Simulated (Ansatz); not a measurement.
Born–Oppenheimer molecular dynamics of C₂H₉Al (12 atoms, charge 0, multiplicity 1). It starts from a rough guess of a transition structure, not a stationary point.

Computed with Ansatz 0.2.0, UKS PBE0/6-31G.

```yaml
ensemble: NVE (velocity Verlet)
time_step: 0.5 fs
steps_asked: 150
starting_velocities_drawn_for: 300 K
seed: 254394
```

Frames 0.5 fs apart, positions in Å, forces in eV/Å.

Velocities at 65.0 fs (Å/ps):

```
Al -4.42 2.37 23.91
C 6.53 -6.19 -19.06
C 2.59 -6.90 -18.50
H 32.91 32.50 0.49
H -41.92 4.32 2.41
H -31.21 9.15 -74.33
H 0.57 40.27 -68.76
H -11.30 -7.34 -0.99
H 6.92 19.61 -7.63
H -14.51 -5.40 -22.67
H 35.47 -15.05 -15.78
H 32.89 14.45 -5.11
```

```xyz
12
Properties=species:S:1:pos:R:3:forces:R:3 time_fs=65.0 energy_less_start_eV=-2.089 T=1913
Al -0.632 0.736 2.260 0.35 -1.16 -0.48
C 0.589 -1.060 -1.426 -3.61 -0.52 -1.33
C 0.228 0.252 -2.099 -0.66 -0.33 -0.44
H -1.339 -0.656 1.599 0.29 0.83 0.29
H 0.950 1.010 1.865 -0.53 0.07 0.09
H 1.267 -0.934 -0.706 3.29 0.44 2.94
H -1.409 1.542 3.385 -0.13 0.26 0.10
H 0.879 -1.879 -2.058 0.14 -0.29 -0.62
H -0.336 -1.363 -0.887 0.55 -0.36 -0.17
H 0.530 1.092 -1.479 0.03 0.30 0.07
H -0.884 0.226 -2.134 0.61 0.69 -0.68
H 0.681 0.373 -3.097 -0.34 0.06 0.23
12
Properties=species:S:1:pos:R:3:forces:R:3 time_fs=65.5 energy_less_start_eV=-1.957 T=1815
Al -0.634 0.738 2.272 0.43 -1.19 -0.71
C 0.592 -1.063 -1.436 -4.72 -0.49 -2.27
C 0.229 0.248 -2.108 -0.15 -0.33 -0.54
H -1.322 -0.639 1.600 0.21 0.69 0.28
H 0.928 1.012 1.866 -0.35 0.10 0.08
H 1.256 -0.929 -0.739 4.44 0.64 4.10
H -1.409 1.562 3.351 -0.29 0.41 0.35
H 0.873 -1.883 -2.060 0.18 -0.46 -0.78
H -0.332 -1.354 -0.891 0.51 -0.41 -0.15
H 0.523 1.089 -1.490 0.08 0.34 0.18
H -0.866 0.220 -2.143 0.08 0.69 -0.78
H 0.697 0.380 -3.099 -0.41 0.02 0.22
12
Properties=species:S:1:pos:R:3:forces:R:3 time_fs=66.0 energy_less_start_eV=-1.874 T=1753
Al -0.636 0.739 2.284 0.48 -1.20 -0.89
C 0.594 -1.066 -1.446 -5.16 -0.40 -2.61
C 0.230 0.245 -2.118 0.41 -0.29 -0.60
H -1.304 -0.620 1.601 0.11 0.52 0.25
H 0.906 1.014 1.867 -0.14 0.12 0.07
H 1.255 -0.922 -0.763 4.97 0.74 4.59
H -1.409 1.583 3.318 -0.46 0.57 0.58
H 0.868 -1.888 -2.063 0.22 -0.58 -0.88
H -0.327 -1.345 -0.895 0.44 -0.46 -0.10
H 0.516 1.088 -1.501 0.12 0.35 0.27
H -0.847 0.214 -2.153 -0.53 0.67 -0.87
H 0.712 0.387 -3.101 -0.46 -0.03 0.20
12
Properties=species:S:1:pos:R:3:forces:R:3 time_fs=66.5 energy_less_start_eV=-1.887 T=1762
Al -0.638 0.739 2.296 0.52 -1.19 -1.02
C 0.595 -1.070 -1.456 -4.73 -0.20 -2.18
C 0.231 0.241 -2.127 0.99 -0.21 -0.61
H -1.287 -0.600 1.603 0.00 0.33 0.21
H 0.883 1.017 1.869 0.08 0.15 0.05
H 1.266 -0.914 -0.776 4.65 0.65 4.21
H -1.411 1.606 3.285 -0.61 0.71 0.77
H 0.864 -1.895 -2.068 0.24 -0.64 -0.93
H -0.320 -1.338 -0.900 0.35 -0.52 -0.02
H 0.509 1.087 -1.511 0.14 0.32 0.33
H -0.830 0.211 -2.166 -1.14 0.64 -0.95
H 0.726 0.395 -3.102 -0.49 -0.07 0.15
12
Properties=species:S:1:pos:R:3:forces:R:3 time_fs=67.0 energy_less_start_eV=-1.972 T=1824
Al -0.640 0.740 2.307 0.53 -1.13 -1.09
C 0.595 -1.073 -1.468 -3.55 0.11 -1.16
C 0.233 0.238 -2.137 1.50 -0.08 -0.58
H -1.269 -0.579 1.605 -0.11 0.11 0.15
H 0.861 1.020 1.871 0.31 0.19 0.02
H 1.288 -0.904 -0.779 3.63 0.39 3.14
H -1.414 1.631 3.255 -0.73 0.83 0.91
H 0.860 -1.903 -2.075 0.24 -0.61 -0.92
H -0.313 -1.332 -0.904 0.23 -0.57 0.08
H 0.503 1.087 -1.520 0.15 0.27 0.37
H -0.815 0.209 -2.181 -1.68 0.61 -1.02
H 0.739 0.402 -3.103 -0.50 -0.11 0.09
12
Properties=species:S:1:pos:R:3:forces:R:3 time_fs=67.5 energy_less_start_eV=-2.064 T=1893
Al -0.642 0.741 2.319 0.50 -1.01 -1.08
C 0.594 -1.076 -1.479 -2.02 0.42 0.04
C 0.235 0.234 -2.147 1.85 0.07 -0.51
H -1.252 -0.557 1.608 -0.23 -0.11 0.09
H 0.839 1.024 1.873 0.54 0.22 0.00
H 1.318 -0.893 -0.774 2.27 0.02 1.79
H -1.419 1.657 3.227 -0.81 0.91 1.00
H 0.856 -1.912 -2.085 0.22 -0.51 -0.83
H -0.305 -1.327 -0.909 0.10 -0.61 0.19
H 0.497 1.088 -1.529 0.14 0.18 0.37
H -0.805 0.209 -2.198 -2.06 0.58 -1.07
H 0.750 0.408 -3.104 -0.49 -0.15 0.01
12
Properties=species:S:1:pos:R:3:forces:R:3 time_fs=68.0 energy_less_start_eV=-2.112 T=1930
Al -0.644 0.742 2.330 0.44 -0.83 -1.00
C 0.593 -1.080 -1.490 -0.53 0.67 1.08
C 0.237 0.230 -2.156 1.96 0.23 -0.40
H -1.235 -0.537 1.611 -0.36 -0.35 0.01
H 0.818 1.028 1.875 0.76 0.26 -0.03
H 1.354 -0.882 -0.765 0.94 -0.35 0.52
H -1.426 1.686 3.202 -0.85 0.93 1.02
H 0.854 -1.923 -2.097 0.19 -0.34 -0.69
H -0.297 -1.324 -0.913 -0.02 -0.64 0.31
H 0.491 1.089 -1.537 0.11 0.07 0.36
H -0.799 0.209 -2.218 -2.20 0.54 -1.09
H 0.760 0.415 -3.104 -0.45 -0.17 -0.08
12
Properties=species:S:1:pos:R:3:forces:R:3 time_fs=68.5 energy_less_start_eV=-2.102 T=1923
Al -0.646 0.742 2.342 0.33 -0.58 -0.86
C 0.591 -1.083 -1.501 0.73 0.80 1.82
C 0.239 0.227 -2.167 1.81 0.39 -0.28
H -1.219 -0.517 1.614 -0.48 -0.60 -0.07
H 0.799 1.033 1.876 0.97 0.29 -0.05
H 1.393 -0.872 -0.755 -0.17 -0.66 -0.49
H -1.435 1.717 3.179 -0.83 0.89 0.98
H 0.851 -1.935 -2.110 0.14 -0.11 -0.51
H -0.289 -1.322 -0.916 -0.13 -0.66 0.41
H 0.486 1.091 -1.543 0.08 -0.06 0.32
H -0.798 0.212 -2.240 -2.07 0.50 -1.08
H 0.770 0.421 -3.105 -0.39 -0.20 -0.18
12
Properties=species:S:1:pos:R:3:forces:R:3 time_fs=69.0 energy_less_start_eV=-2.048 T=1883
Al -0.648 0.743 2.353 0.21 -0.27 -0.68
C 0.590 -1.086 -1.512 1.67 0.81 2.25
C 0.242 0.223 -2.176 1.41 0.55 -0.17
H -1.205 -0.498 1.617 -0.59 -0.83 -0.16
H 0.783 1.038 1.878 1.14 0.32 -0.07
H 1.431 -0.863 -0.746 -1.01 -0.89 -1.22
H -1.445 1.750 3.158 -0.76 0.78 0.90
H 0.849 -1.946 -2.124 0.09 0.14 -0.32
H -0.281 -1.322 -0.918 -0.20 -0.67 0.48
H 0.480 1.092 -1.549 0.05 -0.18 0.27
H -0.803 0.215 -2.265 -1.69 0.45 -1.03
H 0.778 0.427 -3.107 -0.31 -0.22 -0.28
12
Properties=species:S:1:pos:R:3:forces:R:3 time_fs=69.5 energy_less_start_eV=-1.969 T=1822
Al -0.650 0.743 2.365 0.07 0.07 -0.48
C 0.590 -1.089 -1.522 2.33 0.74 2.47
C 0.245 0.220 -2.187 0.85 0.70 -0.07
H -1.191 -0.481 1.619 -0.69 -1.04 -0.24
H 0.769 1.044 1.879 1.27 0.34 -0.07
H 1.466 -0.857 -0.740 -1.61 -1.05 -1.70
H -1.458 1.785 3.139 -0.65 0.62 0.79
H 0.847 -1.958 -2.140 0.03 0.40 -0.11
H -0.274 -1.324 -0.920 -0.23 -0.66 0.52
H 0.475 1.092 -1.555 0.01 -0.30 0.22
H -0.812 0.220 -2.293 -1.14 0.40 -0.94
H 0.786 0.432 -3.108 -0.23 -0.23 -0.37
12
Properties=species:S:1:pos:R:3:forces:R:3 time_fs=70.0 energy_less_start_eV=-1.880 T=1754
Al -0.652 0.744 2.376 -0.07 0.44 -0.29
C 0.589 -1.091 -1.532 2.74 0.61 2.54
C 0.249 0.216 -2.197 0.20 0.84 -0.01
H -1.180 -0.467 1.621 -0.77 -1.21 -0.30
H 0.759 1.051 1.881 1.35 0.35 -0.07
H 1.498 -0.853 -0.738 -2.02 -1.14 -2.01
H -1.472 1.821 3.122 -0.51 0.42 0.66
H 0.845 -1.968 -2.155 -0.03 0.62 0.07
H -0.268 -1.327 -0.919 -0.21 -0.62 0.52
H 0.470 1.092 -1.560 -0.03 -0.40 0.16
H -0.823 0.225 -2.323 -0.51 0.33 -0.80
H 0.793 0.436 -3.111 -0.14 -0.24 -0.45
12
Properties=species:S:1:pos:R:3:forces:R:3 time_fs=70.5 energy_less_start_eV=-1.798 T=1691
Al -0.654 0.744 2.387 -0.19 0.80 -0.14
C 0.590 -1.094 -1.541 2.96 0.47 2.53
C 0.252 0.213 -2.207 -0.44 0.97 0.01
H -1.170 -0.456 1.622 -0.83 -1.34 -0.34
H 0.751 1.059 1.882 1.37 0.36 -0.04
H 1.524 -0.852 -0.740 -2.29 -1.19 -2.20
H -1.488 1.858 3.107 -0.35 0.19 0.52
H 0.844 -1.977 -2.171 -0.08 0.81 0.23
H -0.261 -1.331 -0.918 -0.15 -0.57 0.48
H 0.465 1.091 -1.564 -0.06 -0.49 0.10
H -0.835 0.231 -2.355 0.13 0.25 -0.64
H 0.800 0.440 -3.115 -0.06 -0.25 -0.50
```

Of the whole run (75 fs, mean temperature of the second half 1693 K): The conserved energy stayed within 0.58 meV per atom of its start (net change -0.47 meV per atom), so the integration is sound. The system heated up, since it started high on the potential surface and ran downhill. A run of 0.075 ps of so small a system gives no equilibrium averages. The orbitals stay closed-shell, which can raise the energy where a bond breaks towards radicals; this wasn't checked here. Limits of this set-up: no polarisation functions.

Time of the run: 6.4 min on 1 thread of Intel(R) Xeon(R) Platinum 8488C (Sapphire Rapids), with other jobs on the host, peak memory 0.18 GiB.
